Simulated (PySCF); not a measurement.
# C5H7F: the cost of one run

The runs use PySCF 2.14.0, with density-fitted response routines of our own; the level of theory stands in each step. All values are computed, except where a source is named. Atoms are numbered from 0 throughout.

### 1 The molecule as given

13 atoms, charge 0, multiplicity 1; geometry from: PBE0-D3(BJ)/def2-SVP.

Bonds of the start (Å): C0–C1 1.49, C1–C2 1.49, C2–C3 1.49, C3–C4 1.48, C4–F5 1.36, C3–C1 1.49, C4–C1 1.49, C0–H6 1.10, C0–H7 1.10, C0–H8 1.10, C2–H9 1.10, C2–H10 1.10, C3–H11 1.09, C4–H12 1.10.

### 2 Nuclear shieldings: HF/pcSseg-1

What the job is given:

```
{"job": {"kind": "nmr", "xc": "HF", "basis": "pcSseg-1", "pop": false}, "charge": 0, "multiplicity": 1}
C      0.629087    -1.458426     0.313140
C      0.046860    -0.182636    -0.180247
C     -1.347397     0.241947    -0.484040
C     -0.518808     1.036495     0.465576
C      0.692904     1.139894    -0.381009
F      1.866451     1.315483     0.278943
H      1.548741    -1.256536     0.882061
H      0.885404    -2.131193    -0.520663
H     -0.077558    -1.987531     0.970790
H     -1.610012     0.654403    -1.470773
H     -2.135141    -0.374573    -0.036784
H     -0.669599     1.320041     1.506567
H      0.702599     1.668674    -1.348023
```

Method: GIAO HF/pcSseg-1 NMR shielding, non-relativistic, gas phase.

Run with:

```console
$ OMP_NUM_THREADS=1 python probes_run.py task.json out
```

One launch serves the whole session: the jobs run in the order shown.

**Question.** How long does this first job take on 1 thread of Intel Xeon Platinum 8175M at 2.50GHz, shared host, and how much memory does it need?

About 9 s, with a peak of 0.72 GiB.
